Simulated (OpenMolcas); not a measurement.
# C2H6Al (SMILES [CH3][Al][CH3]): UHF/3-21G

Aim: an optimisation with harmonic vibrations of C2H6Al. 

The calculation is run with OpenMolcas 26.06.

**1. Starting point**

C2H6Al has 9 atoms, charge 0, and is taken as a doublet. SMILES: `[CH3][Al][CH3]`. Geometry: relaxed at PBE0-D4/def2-TZVP. The run starts from this shape.

Bond lengths: C1–Al2 1.972 Å, Al2–C3 1.969 Å, C1–H4 1.095 Å, C1–H5 1.095 Å, C1–H6 1.095 Å, C3–H7 1.097 Å, C3–H8 1.097 Å, C3–H9 1.091 Å. Some angles: C1–Al2–C3 118.6°, Al2–C1–H4 111.5°, Al2–C1–H5 111.1°, Al2–C1–H6 111.0°, Al2–C3–H7 109.3°, Al2–C3–H8 109.4°, Al2–C3–H9 114.5°, H4–C1–H5 108.3°, H4–C1–H6 108.2°, H5–C1–H6 106.6°.

**2. An optimisation with harmonic vibrations at UHF/3-21G**

calc.inp

```
* C2H6Al Hartree-Fock

&GATEWAY
  BasLib=$CurrDir
  Coord
  9
  angstrom
  C       -0.810700       1.130600      -0.941500
  Al       0.731000       0.705500       0.211900
  C        0.877300      -1.111400       0.957800
  H       -1.467800       0.264500      -1.069000
  H       -0.481900       1.460900      -1.931900
  H       -1.401500       1.950000      -0.519700
  H        0.915300      -1.838200       0.137400
  H       -0.021800      -1.337900       1.543500
  H        1.748700      -1.270300       1.594400
  Basis=3-21G
  Group=NoSym
>>> EXPORT MOLCAS_MAXITER=50
>>> Do While

&SEWARD

&SCF
  UHF
  Spin=2
  PrOrbitals=0

&SLAPAF
>>> EndDo
>>> COPY $Project.Opt.xyz $CurrDir/final.xyz
>>> COPY $Project.slapaf.h5 $CurrDir/final.slapaf.h5

&MCKINLEY
```

The basis set 3-21G is read from a file made from the Basis Set Exchange's data (not shown).

Launch:

```bash
$ export MOLCAS_MEM=1860
$ pymolcas calc.inp > calc.log
```

Output:

```text
--- Start Module: gateway ---
[...]
--- Stop Module: gateway /rc=_RC_ALL_IS_WELL_ ---
[...]
      Basis functions           43
[...]
       Convergence after  11 Iterations
[...]
::    Total SCF energy                               -319.3660202880
[...]
 *              Molecular gradients               *
 **************************************************
  Irreducible representation: a
 ------------------------------------------------------------------------------------------
                              X                       Y                       Z
 ------------------------------------------------------------------------------------------
  C1                1.06604373350643E-02   -3.10124184772875E-03    8.01167043968398E-03
  AL2              -8.43504749160573E-03   -8.24755420360113E-03   -2.53718655580482E-03
  C3               -3.22864182841442E-04    1.25886959686121E-02   -4.72566144076048E-03
  H4               -2.14243545662907E-03   -4.37084860433634E-03    1.30868211855928E-04
  H5                1.84787735917968E-03    1.39987321609292E-03   -3.10178888509549E-03
  H6               -1.35595123606147E-03    3.10499871513414E-03    1.86094133686743E-03
  H7               -2.46283388990742E-05   -1.34491718942975E-03   -3.94907640778408E-03
  H8               -3.83315464776368E-03    6.18045229081043E-04    1.69495582230050E-03
[...]
 Geometry is converged in   7 iterations to a Minimum Structure
*****************************************************************************************************************
*****************************************************************************************************************
++ Geometry section
********************************************************************************
  Geometrical information of the final structure
********************************************************************************
  NOTE: on convergence the final predicted structure will be printed here.
  This is not identical to the structure printed in the head of the output.
 *********************************************************
[...]
       Convergence after   4 Iterations
[...]
::    Total SCF energy                               -319.3671119685
[...]
      Total spin, S                                     0.5011631051
[...]
      Total electronic charge=   31.000000
      Total            charge=   -0.000000
[...]
      Dipole Moment (debye):
      Origin of the operator (angstrom)=    0.3414    0.3199    0.0971
                   X=  6.3196E-02               Y=  6.9883E-02               Z=  1.6044E-02           Total=  9.5576E-02
      Quadrupole Moment (debye*angstrom):
[...]
--- Start Module: alaska ---
--- Stop Module: alaska /rc=_RC_ALL_IS_WELL_ ---
--- Start Module: slapaf ---
[...]
     Frequency:       i22.34     65.11    177.67    578.26    676.60    682.12
[...]
     Frequency:       724.39    735.72    865.17   1407.54   1415.79   1623.36
[...]
        Frequency:         3204.66 cm-1
      ---------------------------------
[...]
        Frequency:         3214.43 cm-1
      ---------------------------------
[...]
        Frequency:         3229.90 cm-1
      ---------------------------------
[...]
        Frequency:         3245.40 cm-1
      ---------------------------------
[...]
--- Stop Module: slapaf /rc=_RC_ALL_IS_WELL_ ---
[...]
```

It took 71 s on 1 thread of Arm Neoverse V2, shared host; peak memory 0.38 GiB.

**3. Results**

Level: UHF/3-21G.

```
                          quantity                 value
                      total energy         -319.36711 Eh
                     dipole moment                0.10 D
HOMO energy (highest over α and β)              -7.29 eV
 LUMO energy (lowest over α and β)               1.41 eV
                              ⟨S²⟩                 0.752
        lowest harmonic wavenumber  22i cm⁻¹ (imaginary)
       highest harmonic wavenumber             3245 cm⁻¹
```

What this shows: At the final geometry: Bond lengths: C1–Al2 2.010 Å, Al2–C3 2.009 Å, C1–H4 1.087 Å, C1–H5 1.089 Å, C1–H6 1.089 Å, C3–H7 1.090 Å, C3–H8 1.090 Å, C3–H9 1.085 Å. Some angles: C1–Al2–C3 120.0°, Al2–C1–H4 111.9°, Al2–C1–H5 110.8°, Al2–C1–H6 110.8°, Al2–C3–H7 110.5°, Al2–C3–H8 110.5°, Al2–C3–H9 112.5°, H4–C1–H5 108.2°, H4–C1–H6 108.1°, H5–C1–H6 106.9°. 1 mode is imaginary (lowest 22i cm⁻¹); so small a value may be numerical noise or a very soft motion.
